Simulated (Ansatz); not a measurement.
**BH₅SSi: up Jacob's ladder to CCSD(T)**

Aim: compute BH₅SSi with functionals from several rungs and with coupled cluster, and see how far each lands from CCSD(T) at the basis-set limit for the atomisation energy.

Method: functionals in def2-TZVPP, the program's frozen cores in correlated methods; program: Ansatz 0.2.0, Gaussian basis.

Levels to be run: LDA (SPW92), PBE-D4, revPBE-D4, BLYP-D4, r2SCAN-D4, B97M-V, PBE0-D4, B3LYP-D4, r2SCANh-D4, r2SCAN0-D4, HSE06-D4, BHLYP-D4, CAM-B3LYP-D4, LC-ωPBE, ωB97X-V, ωB97M-V, B2PLYP, PBE-QIDH; CCSD(T)/def2-SVP; CCSD(T)/def2-TZVPP; MP2/def2-QZVPP; extrapolation to the limit; RPA on PBE.

## 1. Structure used throughout

An earlier PBE0-D4 in a triple-zeta def2 set relaxation fixed the geometry.

SMILES `BS[SiH3]`, 8 atoms, charge 0, spin multiplicity 1.

Atoms are counted from 1 here; the program's logs count them from 0.

Bond lengths: B1–S2 1.775 Å, B1–H4 1.195 Å, B1–H5 1.192 Å, S2–Si3 2.156 Å, Si3–H6 1.482 Å, Si3–H7 1.482 Å, Si3–H8 1.483 Å. Angles: S2–B1–H4 121.4°, S2–B1–H5 116.9°, H4–B1–H5 121.7°, B1–S2–Si3 99.5°, S2–Si3–H6 109.9°, S2–Si3–H7 109.9°, S2–Si3–H8 107.0°, H6–Si3–H7 110.0°, H6–Si3–H8 110.0°, H7–Si3–H8 110.0°.

## 2. LDA

This LDA is Slater exchange with PW92 correlation.

in.yaml reads:

```yaml
crystal:
  periodic: [false, false, false]
  atoms:
    - {symbol: B, position_ang: [-1.172615, 1.088331, -0.564450]}
    - {symbol: S, position_ang: [-1.243134, -0.439550, 0.335900]}
    - {symbol: Si, position_ang: [0.862860, -0.886042, 0.447332]}
    - {symbol: H, position_ang: [-0.130785, 1.557125, -0.913422]}
    - {symbol: H, position_ang: [-2.211502, 1.621919, -0.803137]}
    - {symbol: H, position_ang: [1.570266, 0.196698, 1.171734]}
    - {symbol: H, position_ang: [1.420685, -1.031522, -0.918390]}
    - {symbol: H, position_ang: [0.996322, -2.163958, 1.188635]}
basis:
  gaussian: {orbitals: def2-TZVPP}
hamiltonian: {xc: lda}
output: {orbitals: {seedname: orbitals}}
```

Run with:

```bash
> ansatz run in.yaml --threads 2 --pin off --events-out ev --progress --plain --max-ram 4352MiB
```

After this run come: PBE-D4 (GGA); revPBE-D4 (GGA); BLYP-D4 (GGA); r2SCAN-D4 (meta-GGA); B97M-V (meta-GGA); PBE0-D4 (hybrid); B3LYP-D4 (hybrid); r2SCANh-D4 (hybrid); r2SCAN0-D4 (hybrid); HSE06-D4 (hybrid); BHLYP-D4 (hybrid); CAM-B3LYP-D4 (range-separated); LC-ωPBE (range-separated); ωB97X-V (range-separated); ωB97M-V (range-separated); B2PLYP (double hybrid); PBE-QIDH (double hybrid); CCSD(T) in def2-SVP; CCSD(T) in def2-TZVPP; MP2 in def2-QZVPP; RPA on PBE orbitals.

**Question.** What will the summary of the whole plan be? Wanted: atomisation energy, CCSD(T)/CBS; farthest beyond LDA; mean size of error, GGA; mean size of error, meta-GGA; mean size of error, hybrid; mean size of error, range-separated; mean size of error, double hybrid; gap, smallest and largest; T1 diagnostic.

**Answer**, as computed:

| quantity | value |
| --- | --- |
| atomisation energy, CCSD(T)/CBS | 2501.2 kJ/mol |
| functionals within 12.5 kJ/mol (0.5 %) | PBE-D4, PBE0-D4, B3LYP-D4, r2SCANh-D4, r2SCAN0-D4, HSE06-D4, CAM-B3LYP-D4 |
| farthest beyond LDA | revPBE-D4 (-35.8 kJ/mol) |
| mean size of error, GGA | 18.9 kJ/mol |
| mean size of error, meta-GGA | 25.6 kJ/mol |
| mean size of error, hybrid | 9.1 kJ/mol |
| mean size of error, range-separated | 20.7 kJ/mol |
| mean size of error, double hybrid | 19.3 kJ/mol |
| gap, smallest and largest | 4.51 eV (LDA (SPW92)), 11.55 eV (LC-ωPBE) |
| T1 diagnostic | 0.0143 |
| triples share of the correlation energy | 3.9 % |

LDA overbinds by 275.7 kJ/mol (11 %). PBE-D4 is off by +1.6 kJ/mol. Double hybrids carry the basis error of their MP2 part in triple zeta, and no dispersion term here, so their miss is partly the set-up's. By mean error the best rung here is hybrid (9.1 kJ/mol) and the worst beyond LDA is meta-GGA (25.6 kJ/mol). Misses under about 12.5 kJ/mol are within the doubt on the reference itself, which lacks core-valence correlation, relativity and higher excitations. Hartree-Fock recovers 78 % of the binding; the rest is correlation. CCSD(T) in def2-SVP is off by -148.7 kJ/mol, which most functionals beat. The gap grows from 4.5 to 11.6 eV across the functionals, mostly with the share of exact exchange.
